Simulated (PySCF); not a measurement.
Species: C₄H₈O₂.
Cartesian coordinates in Å at the GFN2-xTB level; atoms count from 1:
```
atom  x, y, z in Å
C1     2.361   -0.310    0.844
C2     1.483    0.485    0.261
O3     0.643    0.040   -0.723
C4    -0.372    0.927   -1.095
O5    -1.292    1.176   -0.084
C6    -2.060    0.045    0.278
H7     3.025    0.065    1.599
H8     2.441   -1.347    0.573
H9     1.373    1.531    0.524
H10    0.038    1.912   -1.366
H11   -0.850    0.462   -1.972
H12   -2.668   -0.295   -0.567
H13   -1.419   -0.776    0.612
H14   -2.704    0.364    1.093
```

Theory: PySCF, TDDFT PBE0/def2-SVPD, vertical, gas phase, core orbitals frozen in the response.

Transition dipole moments from the ground state, in atomic units and in the frame of the coordinates above (overall signs are arbitrary), for the states with f of 0.002 or more among the lowest 7:

| state | E (hartree) | μx | μy | μz |
| --- | --- | --- | --- | --- |
| S1 | 0.2420 | -0.257 | 0.447 | -0.492 |
| S2 | 0.2570 | 1.116 | -0.539 | 0.437 |
| S3 | 0.2646 | 0.105 | 0.103 | -0.240 |
| S4 | 0.2675 | 0.262 | -0.080 | 0.250 |
| S5 | 0.2790 | 0.224 | -0.080 | 0.205 |
| S6 | 0.2808 | -0.089 | 0.111 | -0.052 |
| S7 | 0.2891 | -0.048 | 0.146 | 0.181 |

Question: What oscillator strength does each state have?

Answer: f = (2/3) ΔE |μ|² with ΔE in hartree (27.2114 eV).

```
state  |μ|² (au)  |μ| (D)      f
   S1      0.508     1.81  0.082
   S2      1.727     3.34  0.296
   S3      0.079     0.72  0.014
   S4      0.137     0.94  0.025
   S5      0.099     0.80  0.018
   S6      0.023     0.38  0.004
   S7      0.056     0.60  0.011
```

Question: What angle do the transition dipoles of S1 and S5 make?

Answer: |cos θ| = |μa·μb| / (|μa| |μb|) = 0.87, so θ ≈ 30° (taken between 0 and 90°, since the signs are arbitrary).

Question: What peak molar absorption coefficient would the strongest computed level give as a lone Gaussian band 0.3 eV wide at half height?

Answer: ε(max) = 2.175×10⁸ f / FWHM, with the width in cm⁻¹. S2: 2.175×10⁸ × 0.2959 / 2420 ≈ 27000 L mol⁻¹ cm⁻¹.

Time: 24 s of wall time. Hardware: one thread, x86-64 server, no GPU, shared host.

One conformer stands for the species.
